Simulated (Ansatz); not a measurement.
HP (charge +1): a ladder of basis sets, run with Ansatz 0.2.0, Python API.

The script reads `hp.xyz`:
```text
2

P     0.00000    0.00000    0.00000
H     0.00000    0.00000    1.48500
```

`hp_basis.py`
```python
# -*- coding: utf-8 -*-
import warnings

import ansatz

warnings.simplefilter("ignore", ansatz.DeckWarning)

geometry = ansatz.Crystal.molecule_from_extxyz("hp.xyz")

base = geometry.calculation()
base = base.functional("B3LYP").charge(1)
base = base.spin("collinear", total=1)

energies = {}
for basis in ["cc-pVDZ", "cc-pVTZ", "cc-pVQZ"]:
    rep = base.basis(gaussian=basis).run(threads=1).report
    size = rep["n_frozen"] + rep["n_occupied"][0] + rep["n_virtual"][0]
    energies[basis] = (rep["reference_energy_ev"] / 27.211386246, rep["free_energy_ev"] / 27.211386246)
    print(f"{basis:14s} {size:4d} orbitals  reference {energies[basis][0]:14.6f} Ha  total {energies[basis][1]:14.6f} Ha")

last = energies["cc-pVQZ"][1]
for basis, (_, total) in energies.items():
    print(f"{basis:14s} lies {27.211386 * (total - last):9.4f} eV above cc-pVQZ")
```

How far does the total energy move along this ladder of basis sets?

Against cc-pVDZ: cc-pVTZ -12.0 mHa and cc-pVQZ -15.6 mHa. The last step alone is -3.59 mHa.

What the script printed:

```console
$ python hp_basis.py
cc-pVDZ          23 orbitals  reference    -341.523467 Ha  total    -341.523467 Ha
cc-pVTZ          48 orbitals  reference    -341.535485 Ha  total    -341.535485 Ha
cc-pVQZ          89 orbitals  reference    -341.539074 Ha  total    -341.539074 Ha
cc-pVDZ        lies    0.4247 eV above cc-pVQZ
cc-pVTZ        lies    0.0977 eV above cc-pVQZ
cc-pVQZ        lies    0.0000 eV above cc-pVQZ
```

Reading the output:
- The drop along the ladder measures the basis error, and is no property of the molecule.
- The geometry is a force-field or estimated start, not a minimum of this method, and the last set is no limit. Much of the fall in a total is atomic energy, which cancels in bond and reaction energies.
- The species is open-shell (spin multiplicity 2).
- b3lyp holds the VWN-RPA fit, as in Gaussian; the form of ORCA and Turbomole is b3lyp5.
- For Al to Cl the sets with a tight d function, cc-pV(X+d)Z, are usual.
- It ran for 2.3 s on 1 thread of Arm Neoverse V1, with other jobs on the host, peak memory 0.17 GiB.

(A comment or docstring line of the script was reworded after the run, the code is as it ran; lines on the test bed's own set-up are left out of the output.)
